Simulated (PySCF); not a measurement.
# TDDFT beside published excitation energies

Published values to compare with (the computed states carry no symmetry labels, so the two lists aren't matched line by line):

| state | E (eV) | f | kind of transition | source |
| --- | --- | --- | --- | --- |
| a 3Πr | 3.43 |  | Te (adiabatic, minimum to minimum, no zero-point energy) | [1] |
| a' 3Σ+ | 3.88 |  | Te (adiabatic, minimum to minimum, no zero-point energy) | [1] |
| d 3ΔI | 4.42 |  | Te (adiabatic, minimum to minimum, no zero-point energy) | [1] |
| A 1Π | 4.82 |  | Te (adiabatic, minimum to minimum, no zero-point energy) | [1] |
| A' 1Σ+ | 7.01 |  | Te (adiabatic, minimum to minimum, no zero-point energy) | [1] |

[1] measured, gas; Huber, Herzberg, Constants of Diatomic Molecules, NIST Chemistry WebBook

Compound: CS.
SMILES: `[C-]#[S+]`

Level of theory: TDDFT CAM-B3LYP/aug-cc-pVTZ, vertical, gas phase, core orbitals frozen in the response in PySCF. Isolated species at its PBE0-D3(BJ)/def2-TZVP geometry, gas phase.

Computed singlets: 4.85 eV (f 0.012 summed over 2 states); 5.28 eV (f 0.000); 5.64 eV (f 0.000 summed over 2 states); 8.29 eV (f 0.100); 8.72 eV (f 0.057); 9.04 eV (f 0.507); 9.33 eV (f 0.136 summed over 2 states). Computed triplets (Tamm–Dancoff): 3.35, 3.35, 4.24 eV.

Adiabatic (Te) and 0-0 energies refer to the relaxed excited state and aren't the vertical quantity computed here.
